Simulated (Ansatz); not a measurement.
# Converging the basis set for PH2 (SMILES [PH2])

The species is PH2 (3 atoms), meant as a doublet with charge 0. SMILES: `[PH2]`. The shape is that of a PBE0-D4/def2-TZVP optimisation.

```xyz
3

P     0.5257   -0.3094    0.2582
H     0.1146    1.0515    0.1767
H    -0.6404   -0.7421   -0.4350
```

Program: Ansatz 0.2.0. Method: RPA@PBE. Swept: basis set. Watched: the HOMO energy (PBE Kohn–Sham orbitals) (highest over α and β). Each run: energy, 5 core orbitals frozen. Hardware: 1 thread of Arm Neoverse V1, shared host.

Deviations are taken from the sweep's last point, which isn't the limit.

```json
{"basis set": "aug-pcseg-0", "basis functions": "23", "value (eV)": "-6.2715", "from the best (eV)": "-0.2284", "wall time": "0.57 s"}
{"basis set": "aug-pcseg-1", "basis functions": "45", "value (eV)": "-6.0532", "from the best (eV)": "-0.0101", "wall time": "0.97 s"}
{"basis set": "aug-pcseg-2", "basis functions": "96", "value (eV)": "-6.0458", "from the best (eV)": "-0.0027", "wall time": "1.9 s"}
{"basis set": "aug-pcseg-3", "basis functions": "187", "value (eV)": "-6.0431", "from the best (eV)": "0.0000", "wall time": "7.5 s"}
```

Task: For a target of 0.05 eV, where can one stop?

Result: aug-pcseg-1: it is 0.0101 eV off and takes 0.97 s, against 7.5 s for aug-pcseg-3.

Task: Which is the coarsest setting good to 0.005 eV?

Result: aug-pcseg-2: it is 0.0027 eV off and takes 1.9 s, against 7.5 s for aug-pcseg-3.
